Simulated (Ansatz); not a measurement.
Program: Ansatz. Geometries: PBE0-D4/def2-TZVP. ΔE: electronic, gas phase. CCSD(T)/CBS adds triple-zeta CCSD(T) − MP2 to the extrapolated MP2 energy (def2 sets, frozen cores). This one scheme is used for every species. Functionals use def2-TZVPP. B3LYP here is the variant with VWN-RPA as its local correlation; programs differ in this. HSE06 is defined as in plane-wave codes. One conformer a species, not always the lowest.

Reaction (hydrogenolysis of a C–F bond): `CCCOCF` + H₂ → `CCCOC` + H–F

Problem. Is it downhill or uphill in electronic energy at CCSD(T)/CBS, and by how much? (Estimate.)

Solution. Ansatz gave: Downhill: ΔE = -16.2 kcal/mol.

Problem. What do these levels give: r2SCAN-D4, B3LYP-D4, HSE06-D4, r2SCAN, B3LYP, r2SCAN0, BHLYP, RPA@PBE/def2-TZVPP, HF/def2-SVP, MP2/def2-TZVPP, CCSD/def2-TZVPP, MP2/def2-QZVPP? (Estimate.)

Solution. Ansatz gave: r2SCAN-D4 -12.5, B3LYP-D4 -13.6, HSE06-D4 -14.8, r2SCAN -12.5, B3LYP -13.9, r2SCAN0 -14.2, BHLYP -14.7, RPA@PBE/def2-TZVPP -14.0, HF/def2-SVP -13.0, MP2/def2-TZVPP -16.4, CCSD/def2-TZVPP -16.0, MP2/def2-QZVPP -17.0 kcal/mol.

Largest T1 diagnostic among the species: 0.011.

Leaving LDA and LC-ωPBE aside and taking each functional with its dispersion term where it has one, the values, not all of them listed here, spread over 3.6 kcal/mol, from PBE-QIDH to BLYP-D4. LDA lies +0.9 kcal/mol from PBE without D4. From BLYP to BHLYP (50 % exact exchange), in def2-TZVPP and without D4, ΔE moves by −2.0 kcal/mol.
